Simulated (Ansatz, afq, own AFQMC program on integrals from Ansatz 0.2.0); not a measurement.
Two steps: Ansatz 0.2.0 writes the Fock matrix and Cholesky factors of the valence space, and afq projects on them the lowest state that overlaps trial and start.

```yaml
crystal:
  periodic: [false, false, false]
  atoms:
    - {symbol: Br, position_ang: [-0.451565, 0.000000, 0.000000]}
    - {symbol: H, position_ang: [1.327435, 0.000000, 0.000000]}
    - {symbol: C, position_ang: [2.417435, 0.000000, 0.000000]}
    - {symbol: H, position_ang: [2.831903, 0.000000, 0.996161]}
    - {symbol: H, position_ang: [2.831903, 0.000000, -0.996161]}
basis:
  gaussian: {orbitals: cc-pVTZ}
magnetization: {spin_polarized: true, initial_magnetization: 2}
correlation: {method: ccsd_t, electrons: outside_noble_gas, hamiltonian_folder: ham}
```

```sh
$ ansatz run in.yaml --threads 1 --pin off --events-out ev --progress --plain --max-ram 16896MiB --backend cuda --devices 0, --max-vram 18GiB
```

afq runs on the folder ham with

```
--method phaseless --trial cisd --walkers 900 --populations 20 --least-time 60 --time-step 0.005 --steps-per-block 50 --equilibration-blocks 28 --max-blocks 4000 --target-error 0.00022 --factor-cut 1e-05 --start spin_pure --seed 3748 --release-times 0.24,0.51,0.99,1.62,2.4 --release-step 0.03 --release-every 3 --taylor-order 6
```

Times are imaginary, in 1/Eh. The walk had a cap of 236 s. With eight or more populations the least sampling time is a fifth of least-time, and the error comes from their spread. Filled inner d shells are frozen with the cores.

Output of the walk:

```
orbitals 100  electrons 8 6  factors 615 of 676
reference energy -2611.99061037 Eh
CCSD correlation -0.34374441 Eh in 11 cycles, weight of the determinant in the CISD state 0.8732
energy of the start -2612.332767 Eh
 block  time / (1/Eh)  mean weight  energy / Eh
     1     0.250  1.0012  -2612.328805
     2     0.500  0.9991  -2612.334120
     3     0.750  1.0002  -2612.338116
     4     1.000  0.9991  -2612.341528
     5     1.250  1.0003  -2612.342820
     8     2.000  1.0007  -2612.345518
    13     3.250  1.0003  -2612.347384
    22     5.500  0.9996  -2612.346705
    31     7.750  0.9997  -2612.346550
    40    10.000  0.9998  -2612.348514
    43    10.750  1.0003  -2612.348867
    49    12.250  0.9998  -2612.345614
    58    14.500  1.0003  -2612.345466
    67    16.750  0.9993  -2612.345574
    76    19.000  0.9996  -2612.347563
    85    21.250  0.9992  -2612.346391
    88    22.000  0.9999  -2612.343696
    94    23.500  1.0001  -2612.347398
   103    25.750  1.0002  -2612.347387
   112    28.000  1.0001  -2612.345981
   121    30.250  1.0012  -2612.346168
   130    32.500  0.9997  -2612.345084
   136    34.000  0.9995  -2612.345409
error from the spread of 20 populations
released: time / (1/Eh)  energy / Eh  error  mean overlap
  0.24  -2612.346751  0.000187  0.9989
  0.51  -2612.346896  0.000182  0.9960
  0.99  -2612.346848  0.000190  0.9895
  1.62  -2612.347342  0.000294  0.9821
  2.40  -2612.347414  0.000306  0.9604
energy -2612.346653 +/- 0.000204 Eh
(rows thinned)
```

The run passed its tests (sampling time, drift between the halves within three errors, error under three times the target), which doesn't prove that it has relaxed.

Against this walk (error 5.6 meV) on the same determinant: CCSD(T) 30.9 meV higher. The error is statistical and leaves out the bias of the constraint. None of these is a sure reference here. Released to 2.40 1/Eh the energy lies 21 ± 10 meV (both errors) below the phaseless value, which shows part or all of the bias of the constraint, and CCSD(T) lies 51.6 meV above the released value.

Cautions: constraint bias not in the error; no relativity below Rb; no spin-orbit coupling; inner d shell frozen; lower spins were not checked.

The walk took 2.5 min on 1 × NVIDIA H100 80GB HBM3 with 2 threads of AMD EPYC 7R13 Processor (Zen 3) (shared host) (the card was shared). The log's last line is the phaseless energy.

A walk keeps the symmetry of its determinant, which the program's search chose and which needn't be the lowest solution, so a lower state of the same spin and another symmetry isn't excluded.
